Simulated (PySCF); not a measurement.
Molecule: `ClC(C=C)(Cl)Cl`, C$_{3}$H$_{3}$Cl$_{3}$.

Geometry:
```json
{"atom": "C1", "x (Å)": "-1.434", "y (Å)": "0.214", "z (Å)": "-0.144"}
{"atom": "C2", "x (Å)": "-0.221", "y (Å)": "0.379", "z (Å)": "0.374"}
{"atom": "C3", "x (Å)": "1.030", "y (Å)": "-0.313", "z (Å)": "-0.070"}
{"atom": "Cl4", "x (Å)": "0.767", "y (Å)": "-1.475", "z (Å)": "-1.384"}
{"atom": "Cl5", "x (Å)": "2.199", "y (Å)": "0.925", "z (Å)": "-0.617"}
{"atom": "Cl6", "x (Å)": "1.731", "y (Å)": "-1.173", "z (Å)": "1.332"}
{"atom": "H7", "x (Å)": "-1.616", "y (Å)": "-0.478", "z (Å)": "-0.970"}
{"atom": "H8", "x (Å)": "-2.282", "y (Å)": "0.776", "z (Å)": "0.253"}
{"atom": "H9", "x (Å)": "-0.041", "y (Å)": "1.074", "z (Å)": "1.200"}
```

Geometry PBE0-D3(BJ)/def2-SVP throughout; GIAO in PySCF 2.14, gas phase, one conformer, non-relativistic; equivalent atoms averaged; basis pcSseg-2.

For orientation, OPBE gives these absolute shieldings σ: C2 37.1, C1 66.3, C3 60.2, Cl4/Cl5/Cl6 485.6, H9 24.56, H7 25.22, H8 25.82 ppm.

A run gave: C2 19.8, C1 55.6, C3 41.8, Cl4/Cl5/Cl6 405.8, H9 24.82, H7 25.49, H8 26.18 ppm (absolute shieldings σ).

Which functional was used in that run?
A. BLYP
B. KT3
C. PBE0
D. HF

Answers

A. Cl4/Cl5/Cl6 tells them apart best: BLYP gives 405.8, HF gives 573.6, KT3 gives 466.9, PBE0 gives 478.5 ppm.
